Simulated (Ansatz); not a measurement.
# BePH₂+ (quintet): wave-function methods side by side, def2-TZVPP

The task here is to estimate one member of a computed series from the others.

Method: def2-TZVPP, core rule «outside noble gas», up to 6 orbitals frozen; program: Ansatz 0.2.0, Gaussian basis.

Plan: UHF; ROHF; CCSD(T) on UHF.

## The geometry

The geometry is a PBE0/def2-TZVP stationary point (not a proven minimum) of the parent state, kept for this charge and spin.

4 atoms, charge 1, spin multiplicity 5.

Atoms are counted from 1 here; the program's logs count them from 0.

Bond lengths: P1–Be2 2.362 Å, P1–H3 1.434 Å, Be2–H4 1.404 Å. Angles: Be2–P1–H3 78.1°, P1–Be2–H4 72.5°.

Set-up of the first run:

in.yaml reads:

```yaml
crystal:
  periodic: [false, false, false]
  atoms:
    - {symbol: P, position_ang: [0.000000, -0.077599, 0.555021]}
    - {symbol: Be, position_ang: [0.000000, 0.243011, -1.784965]}
    - {symbol: H, position_ang: [0.000000, 1.352773, 0.453405]}
    - {symbol: H, position_ang: [0.000000, -1.140996, -1.549372]}
basis:
  gaussian: {orbitals: def2-TZVPP}
total_charge: 1
magnetization: {spin_polarized: true, initial_magnetization: 4}
hamiltonian: {xc: hf}
output: {orbitals: {seedname: orbitals}}
```

The run is started by

```
$ ansatz run in.yaml --threads 1 --pin off --events-out ev --progress --plain --max-ram 4096MiB --backend cpu
```

Steps of the session up to this table: UHF; ROHF; CCSD(T) on UHF.

One of the session's tables, all rows but one given; the rest of the session is left out.

| method | from UCCSD(T) (kcal/mol) |
| --- | --- |
| ROHF | +102.00 |
| UHF | +97.20 |
| UMP2 | ? |
| UCCSD | +3.96 |
| UCCSD(T) | 0 |

Estimate the missing values for UMP2.

As computed: from UCCSD(T) (kcal/mol): +21.88. In the column «from UCCSD(T) (kcal/mol)» it lies between UCCSD (+3.96) and UHF (+97.20).
